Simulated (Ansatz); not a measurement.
# C4H7FO: one species, many methods

An exercise on one series of results from a longer session: the logs are not shown, and one member is left open.

Computed with Ansatz 0.2.0, Gaussian basis. Level: functionals in def2-TZVPP, the program's frozen cores in correlated methods.

Plan: PBE-D4, r2SCAN-D4, PBE0-D4, B3LYP-D4, ωB97X-V, ωB97M-V, B2PLYP; CCSD(T)/def2-TZVPP; MP2/def2-QZVPP; extrapolation to the limit.

## Structure used throughout

All runs share one geometry, relaxed beforehand with PBE0-D4 in a triple-zeta def2 set.

13 atoms, charge 0, spin multiplicity 1.

Atoms are counted from 1 here; the program's logs count them from 0.

Bond lengths: C1–C2 1.493 Å, C1–H7 1.091 Å, C1–H8 1.095 Å, C1–H9 1.093 Å, C2–C3 1.324 Å, C2–C5 1.499 Å, C3–F4 1.343 Å, C3–H10 1.084 Å, C5–O6 1.417 Å, C5–H11 1.094 Å, C5–H12 1.094 Å, O6–H13 0.961 Å. Angles: C2–C1–H7 111.9°, C2–C1–H8 110.6°, C2–C1–H9 110.4°, H7–C1–H8 108.2°, H7–C1–H9 108.6°, H8–C1–H9 107.0°, C1–C2–C3 120.4°, C1–C2–C5 117.5°, C3–C2–C5 122.0°, C2–C3–F4 122.8°, C2–C3–H10 125.2°, F4–C3–H10 111.9°, C2–C5–O6 112.1°, C2–C5–H11 109.5°, C2–C5–H12 110.6°, O6–C5–H11 105.3°, O6–C5–H12 111.4°, H11–C5–H12 107.8° and more.

Coordinates:

```xyz
13
C4H7FO
C    -0.2159   -0.9005    1.1886
C     0.2453   -0.2236   -0.0603
C     1.5190   -0.2741   -0.4193
F     1.9871    0.3210   -1.5283
C    -0.7781    0.5230   -0.8621
O    -1.3657    1.5804   -0.1235
H     0.6117   -1.3554    1.7353
H    -0.9438   -1.6843    0.9554
H    -0.7169   -0.1861    1.8463
H     2.3017   -0.7917    0.1240
H    -1.6048   -0.1477   -1.1139
H    -0.3441    0.8845   -1.7988
H    -0.6750    2.2195    0.0716
```

Set-up of the first run:

The input, in.yaml:

```yaml
crystal:
  periodic: [false, false, false]
  atoms:
    - {symbol: C, position_ang: [-0.215935, -0.900474, 1.188580]}
    - {symbol: C, position_ang: [0.245282, -0.223640, -0.060281]}
    - {symbol: C, position_ang: [1.518958, -0.274082, -0.419299]}
    - {symbol: F, position_ang: [1.987071, 0.320963, -1.528331]}
    - {symbol: C, position_ang: [-0.778103, 0.523013, -0.862077]}
    - {symbol: O, position_ang: [-1.365749, 1.580433, -0.123520]}
    - {symbol: H, position_ang: [0.611690, -1.355382, 1.735257]}
    - {symbol: H, position_ang: [-0.943758, -1.684304, 0.955399]}
    - {symbol: H, position_ang: [-0.716863, -0.186072, 1.846283]}
    - {symbol: H, position_ang: [2.301693, -0.791683, 0.124033]}
    - {symbol: H, position_ang: [-1.604821, -0.147729, -1.113931]}
    - {symbol: H, position_ang: [-0.344050, 0.884531, -1.798834]}
    - {symbol: H, position_ang: [-0.675014, 2.219528, 0.071620]}
basis:
  gaussian: {orbitals: def2-TZVPP}
hamiltonian: {xc: pbe, dispersion: d4}
output: {forces: true, orbitals: {seedname: orbitals}}
```

Run with:

```sh
$ ansatz run in.yaml --threads 4 --pin off --events-out ev --progress --plain --max-ram 10444MiB
```

Steps of the session up to this table: PBE-D4 (GGA); r2SCAN-D4 (meta-GGA); PBE0-D4 (hybrid); B3LYP-D4 (hybrid); ωB97X-V (range-separated); ωB97M-V (range-separated); B2PLYP (double hybrid); CCSD(T) in def2-TZVPP; MP2 in def2-QZVPP.

One of the session's tables, all rows but one given; the rest of the session is left out.

It belongs to the step «Atomisation energies». 

| method | atomisation energy (kcal/mol) |
| --- | --- |
| PBE-D4 | 1301.4 |
| r2SCAN-D4 | ? |
| PBE0-D4 | 1272.6 |
| B3LYP-D4 | 1263.3 |
| ωB97X-V | 1264.3 |
| ωB97M-V | 1267.1 |
| B2PLYP | 1251.5 |
| HF/def2-TZVPP | 913.6 |
| MP2/def2-TZVPP | 1258.3 |
| CCSD/def2-TZVPP | 1212.2 |
| CCSD(T)/def2-TZVPP | 1232.3 |
| MP2/CBS | 1289.0 |
| CCSD(T)/CBS | 1263.0 |

Estimate the missing values for r2SCAN-D4.

**Answer.** atomisation energy (kcal/mol): 1268.0. In the column «atomisation energy (kcal/mol)» it lies between ωB97M-V (1267.1) and PBE0-D4 (1272.6).

To keep in mind: Free atoms (4 C, 1 F, 1 O, 7 H) were run apart at each level; the atomisation energy is their sum less the molecule, without zero-point or spin-orbit terms.
